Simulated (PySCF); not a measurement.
# A diatomic session: SiB+

What are the lowest state that PBE0 finds, the bond length, vibrational wavenumber and bond energy of SiB+, and how much do these hang on the method?

Method: Si def2-TZVPPD, B def2-TZVPPD, no relativity; program: PySCF 2.14.0.

## (1) Input

A driver script around PySCF takes these settings:

```json
{
 "atoms": "Si, B",
 "charge": "1",
 "basis": "Si def2-TZVPPD, B def2-TZVPPD",
 "Hamiltonian": "no relativity",
 "basis functions": "85",
 "electrons treated": "18",
 "masses in u": "27.9769, 11.0093",
 "levels": "PBE0, PBE, r²SCAN, M06, LDA, MN15, PW91, r²SCANh, LC-ωPBE, HF, MP2, SCS-MP2, CCSD, CCSD(T)",
 "grid": "80 radial by 434 angular points",
 "occupations": "held fixed by the projection of orbital angular momentum",
 "dissociation limit": "Si+ + B, each in its ground configuration",
 "starting distance in angstrom": "2.030",
 "values of 2S to try": "0, 2"
}
```

Command:

```console
> OMP_NUM_THREADS=2 python dia.py task.json out
```

The runs that follow: PBE0 along the bond; Other states along the same grid; PBE (GGA); r²SCAN; M06 (hybrid meta-GGA); LDA; MN15; PW91 (GGA); r²SCANh; LC-ωPBE; UHF (mean field); Adding correlation.

**Question.** What will these runs give? Wanted: for each run, Re; ωe; De; μ.

**Answer**, as computed:

Lowest PBE0 solution found, without spin–orbit coupling: ³Π (triplet), unpaired electrons σ ↑, π ↑. State 2 has its PBE0 minimum 0.13 eV higher. State 3 has its PBE0 minimum 0.16 eV higher, as a spin-mixed determinant (⟨S²⟩ = 1.02), so this is no gap between pure states. State 4 has its PBE0 minimum 0.40 eV higher, as a spin-mixed determinant (⟨S²⟩ = 1.01), so this is no gap between pure states. The other levels ran on the lowest alone.

```tsv
level	Re (Å)	ωe (cm⁻¹)	De (eV)	μ (D)
UHF-CCSD	2.106	503	2.32	n/a
UHF-CCSD(T)	2.114	518	2.44	n/a
LDA	2.103	549	3.35	0.33
PBE	2.127	522	2.98	0.44
PW91	2.122	525	2.99	0.45
r²SCAN	2.100	556	2.96	0.63
r²SCANh	2.092	564	2.89	0.65
PBE0	2.095	553	2.81	0.56
M06	2.088	572	2.70	0.56
MN15	2.093	531	2.75	0.60
LC-ωPBE	2.046	611	2.58	0.69
```

De is counted to Si+ + B in their ground configurations. A positive dipole points from Si to B; in an ion it is taken about the centre of mass and does not tell which atom is negative. No constants: UHF (fits of two degrees disagree); UHF-MP2 (fits of two degrees disagree); UHF-SCS-MP2 (fits of two degrees disagree).

The methods spread over 0.081 Å in bond length, from LC-ωPBE to PBE. Among the levels with a De in the table, it runs from 2.32 eV (UHF-CCSD) to 3.35 eV (LDA).

Correlated steps freeze 6 core orbitals. T1 is 0.033 near the minimum (highest on the curve 0.050), which may point to more than one leading configuration.
